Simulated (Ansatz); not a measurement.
`CNCC=C=N` → `C/N=C\C=N\C`  (isomerisation)

Computed with Ansatz on PBE0-D4/def2-TZVP structures; ΔE is electronic, products minus reactants. CCSD(T)/CBS is the MP2 limit (def2-TZVPP, def2-QZVPP) plus CCSD(T) − MP2 in def2-TZVPP, frozen cores. Functionals use def2-TZVPP. Each species was taken in one conformer, which may not be the lowest.

`CNCC=C=N`:

Cartesian coordinates in Å:
```
C 0.844 1.430 -0.556
N 0.512 0.324 -1.426
C 0.219 -0.911 -0.728
C -0.988 -0.888 0.186
C -0.896 -0.873 1.489
N -0.789 -0.992 2.699
H 1.025 2.324 -1.157
H 1.770 1.202 -0.019
H 0.072 1.666 0.192
H -0.262 0.574 -2.029
H 1.103 -1.190 -0.148
H 0.075 -1.694 -1.478
H -1.981 -0.847 -0.250
H -0.705 -0.124 3.225
```

`C/N=C\C=N\C`:

Z-matrix (Å, degrees):
```
C
N 1 1.435
H 1 1.094 2 109.0
H 1 1.099 2 113.9 3 -122.1
H 1 1.094 2 109.0 3 115.8
C 2 1.265 1 118.3 3 122.0
C 6 1.470 2 118.6 1 180.0
H 6 1.096 2 121.6 1 0.0
N 7 1.266 6 129.4 2 179.8
H 7 1.092 6 113.0 2 -0.1
C 9 1.437 7 122.3 6 -0.0
H 11 1.094 9 108.2 7 -123.0
H 11 1.095 9 116.7 7 -0.3
H 11 1.094 9 108.2 7 122.4
```

```csv
level,ΔE (kJ/mol)
r2SCAN,-19.5
MP2/def2-TZVPP,-23.9
SCS-MP2/def2-QZVPP,-29.7
CCSD/CBS(def2),-26.9
```

Q: What does CCSD(T)/CBS give? (Best estimate.)

A: The calculation gave: -28.2 kJ/mol. The listed levels differ from it by 8.7, 4.3, -1.5, 1.3 kJ/mol.

Largest T1 diagnostic among the species: 0.013.

In def2-TZVPP, CCSD(T) changes the Hartree–Fock value by +3.7 kJ/mol (the triples alone add −1.3 kJ/mol) and MP2 by +10.6 kJ/mol.
